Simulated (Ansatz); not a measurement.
This geometry of Al$_{2}$FH$_{2}$ (5 atoms, charge 0, multiplicity 2) is a first-order saddle point.

All numbers below come from UKS PBE0/def2-SVP in Ansatz 0.2.0.

```xyz
5
Properties=species:S:1:pos:R:3
F 0.459 -1.362 2.245
Al -0.013 -0.492 0.907
Al -0.550 -0.092 -1.398
H -0.940 1.364 -1.942
H 1.044 0.583 0.188
```

**Question.** Which two structures does it join? (They come from a converged band through this point; their orientation in space is the band's.)

**Answer.** Bonds broken: Al3–H5. Bonds formed: Al2–H5.

First end point:

```xyz
5
Properties=species:S:1:pos:R:3
F -0.148 -2.084 2.126
Al -0.324 -0.566 1.448
Al 0.158 0.482 -0.859
H -1.125 0.733 -1.776
H 1.438 1.435 -0.938
```

Last end point:

```xyz
5
Properties=species:S:1:pos:R:3
F 0.094 -1.285 1.790
Al 0.561 -0.093 0.707
Al -0.605 -0.097 -1.575
H -1.898 0.730 -2.044
H 1.849 0.745 1.122
```

**Question.** How far does it lie above each of them?

**Answer.** 0.49 eV above the first and 0.44 eV above the second. This is the barrier of this one path; another mechanism may lie lower.

Run time: 3.3 min on 1 thread of Arm Neoverse V2, with other jobs on the host, peak memory 0.15 GiB.
